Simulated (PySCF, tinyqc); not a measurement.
Worked calculation: FCI on RHF in the sto-3g basis, frozen core, for HF, spin multiplicity 1. The lowest restricted solution is unstable here: a spin-polarised one lies 0.0398 hartree lower (PySCF). One step of it, computed by the program tinyqc.

Problem. Orthogonalisation. S = U s U^T; symmetric (Loewdin) form X = U s^(-1/2) U^T, so that X^T S X = 1.

overlap S:
```
,1F 1s,1F 2s,1F 2px,1F 2py,1F 2pz,2H 1s
1F 1s,1.000000,0.237990,0.000000,0.000000,0.000000,0.014668
1F 2s,0.237990,1.000000,0.000000,0.000000,0.000000,0.184090
1F 2px,0.000000,0.000000,1.000000,0.000000,0.000000,0.000000
1F 2py,0.000000,0.000000,0.000000,1.000000,0.000000,0.000000
1F 2pz,0.000000,0.000000,0.000000,0.000000,1.000000,0.169466
2H 1s,0.014668,0.184090,0.000000,0.000000,0.169466,1.000000
```

Give: eigenvalues of S; X.

Solution.

eigenvalues of S: 0.6855  0.8671  1.0000  1.0000  1.1182  1.3292

X:
```
,1F 1s,1F 2s,1F 2px,1F 2py,1F 2pz,2H 1s
1F 1s,1.0224,-0.1251,0.0000,0.0000,-0.0015,0.0101
1F 2s,-0.1251,1.0362,0.0000,0.0000,0.0126,-0.0980
1F 2px,0.0000,0.0000,1.0000,0.0000,0.0000,0.0000
1F 2py,0.0000,0.0000,0.0000,1.0000,0.0000,0.0000
1F 2pz,-0.0015,0.0126,0.0000,0.0000,1.0113,-0.0883
2H 1s,0.0101,-0.0980,0.0000,0.0000,-0.0883,1.0248
```
